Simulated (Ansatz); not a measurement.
Geometry optimisation, RHF/def2-SVPD in Ansatz 0.2.0.

The input (input.yaml):

```yaml
crystal:
  periodic: [false, false, false]
  atoms:
    - { symbol: B, position_ang: [0.047168, 0.40484, -0.036576] }
    - { symbol: F, position_ang: [-0.018616, 0.420858, 1.288499] }
    - { symbol: H, position_ang: [1.121482, 0.503302, -0.545426] }
    - { symbol: H, position_ang: [-0.981494, 0.38825, -0.646795] }
    - { symbol: O, position_ang: [0.100474, -2.13172, 0.542608] }
    - { symbol: H, position_ang: [-0.615847, -2.734786, 0.437671] }
    - { symbol: H, position_ang: [-0.011367, -1.704344, 1.404619] }
basis:
  gaussian: { orbitals: def2-SVPD }
hamiltonian:
  xc: hf
relax:
  f_tol: 0.03
  max_steps: 50
```

Command:

```bash
$ ansatz run input.yaml --threads 1 --pin off --max-ram 2048MiB --backend cpu --events-out ev --progress --plain --runs-dir out
```

**Question.** Where does it end, and by what steps?

**Answer.** The forces met the threshold. The force dipped under the threshold on the way, but the program's further checks kept it going. After 24 steps the energy has fallen by 0.086 eV; H7 moved furthest, 0.42 Å.

| step | energy less start (eV) | largest force component (eV/Å) | accepted |
| --- | --- | --- | --- |
| 0 | 0.0000 | 1.142 | yes |
| 1 | -0.0120 | 0.932 | yes |
| 2 | -0.0412 | 0.928 | yes |
| 3 | -0.0540 | 0.695 | yes |
| 4 | -0.0652 | 0.423 | yes |
| 5 | -0.0796 | 0.127 | yes |
| 6 | -0.0827 | 0.142 | yes |
| 7 | -0.0829 | 0.141 | yes |
| 8 | -0.0840 | 0.089 | yes |
| 9 | -0.0845 | 0.052 | yes |
| 10 | -0.0850 | 0.067 | yes |
| 11 | -0.0856 | 0.022 | yes |
| 12 | -0.0581 | 1.094 | no |
| 13 | -0.0857 | 0.011 | yes |
| 14 | -0.0857 | 0.139 | no |
| 15 | -0.0858 | 0.040 | yes |
| 16 | -0.0855 | 0.126 | no |
| 17 | -0.0859 | 0.035 | yes |
| 18 | -0.0860 | 0.046 | yes |
| 19 | -0.0861 | 0.051 | yes |
| 20 | -0.0862 | 0.055 | yes |
| 21 | -0.0862 | 0.061 | yes |
| 22 | -0.0862 | 0.097 | yes |
| 23 | -0.0863 | 0.077 | yes |
| 24 | -0.0864 | 0.017 | yes |

```xyz
7
Properties=species:S:1:pos:R:3
B 0.020 0.276 0.012
F -0.151 0.675 1.275
H 1.129 0.296 -0.432
H -0.954 0.181 -0.677
O 0.069 -1.911 0.501
H -0.748 -2.360 0.350
H 0.276 -2.011 1.417
```

Run time: 23 s on 1 thread of Arm Neoverse V2, on a shared host, peak memory 0.14 GiB.
